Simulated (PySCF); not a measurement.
# Working out the ionisation energy of B

B [He] 2s2 2p1 (2P) → B⁺ [He] 2s2 (1S). Computed with PySCF 2.14 in def2-QZVPPD (8s4p4d2f1g, 63 functions), with no relativity, point nucleus. Frozen: 1s2. Energies in hartree (1 hartree = 27.21139 eV):

```
            part   B (lower)  B⁺ (upper)
             UHF  -24.533099  -24.237528
CCSD correlation   -0.066207   -0.060678
             (T)   -0.001448    0.000000
```

What does Hartree-Fock give?

(-24.237528) − (-24.533099) = 0.295571 hartree = 8.043 eV.

What do CCSD and CCSD(T) give?

The CCSD correlation energies differ by 0.005529 hartree = 0.150 eV and the triples by 0.001448 hartree = 0.039 eV, so CCSD gives 8.193 eV and CCSD(T) 8.232 eV.

Measured between the centres of the two terms (NIST): 8.297 eV, so CCSD(T) (valence) is off by -0.065 eV.

What remains against the reference includes basis incompleteness, the frozen core and higher excitations.
